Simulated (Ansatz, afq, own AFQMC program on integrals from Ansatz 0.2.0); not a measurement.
CH₄O, triplet: AFQMC among the cluster methods

```tsv
atom	x (Å)	y (Å)	z (Å)
C	-1.1683	0.0000	0.0000
H	-1.5315	1.0273	0.0000
H	-1.5315	-0.5137	0.8897
H	-1.5315	-0.5137	-0.8897
H	0.0297	0.0000	0.0000
O	1.1647	0.0000	0.0000
```

Connectivity, by distances: CH3 ··· O, 1 bridging H.

Basis cc-pVTZ. Only valence electrons are correlated. Integrals, coupled cluster, full CI and functionals: Ansatz 0.2.0; the random walks run on the same integrals in our own AFQMC program. ph-AFQMC/CISD is guided by a CISD state made of CCSD amplitudes; releasing the constraint for a short imaginary time cuts its bias at the price of noise, slowly where states lie close. ± is one standard error of the sampling.

Determinant: UHF, the one that the program's search chose, which needn't be the lowest solution. The geometry is a point of a scan.

No full CI on the walks' own integrals is used here. The released AFQMC energy serves as the reference, which it does only where one determinant dominates, the energy is flat over the last release times and near the phaseless one (40 meV or 2 meV an electron, half that with transition metals). On small molecules, where full CI could be run and the noise was under 10 meV, such values lay within 10 meV of it in 19 cases of 20, a flattering rate, since the rule was set on those same cases; what remains of the bias isn't in the error bar.

Cautions: lower spins were not checked; the released value is read at 1.62 1/Eh, later times being too noisy (meV from the phaseless value at times in 1/Eh: -12 ± 7 at 0.24, -22 ± 6 at 0.51, -32 ± 11 at 0.99, -24 ± 7 at 1.62, -38 ± 22 at 2.40).

* T1 diagnostic: 0.0145
* weight of the determinant in the CISD state: 0.883
* ⟨S²⟩ of the determinant: 2.037
* size of the correlated space: 14 electrons in 114 orbitals

```
  level  correlation energy (eV)
    MP2                 -10.0973
   CCSD                 -11.0485
CCSD(T)                 -11.3857
```

Estimate where phaseless AFQMC with a CISD trial lies against CCSD(T) on the same integrals.

1.4 ± 0.6 kJ/mol below CCSD(T).

Reference: AFQMC with the constraint released, correlation energy -11.424 ± 0.007 eV.

```json
{"level": "CCSD(T)", "E − E(reference) (kJ/mol)": "3.7 ± 0.7", "share of correlation (%)": "99.67"}
{"level": "ph-AFQMC/CISD", "E − E(reference) (kJ/mol)": "2.3 ± 0.9", "share of correlation (%)": "99.79"}
```

A walk keeps the symmetry of its determinant, which the program's search chose and which needn't be the lowest solution, so a lower state of the same spin and another symmetry isn't excluded. Released energies are given only where the last usable release times agree within the noise; a slower fall can still hide under it.
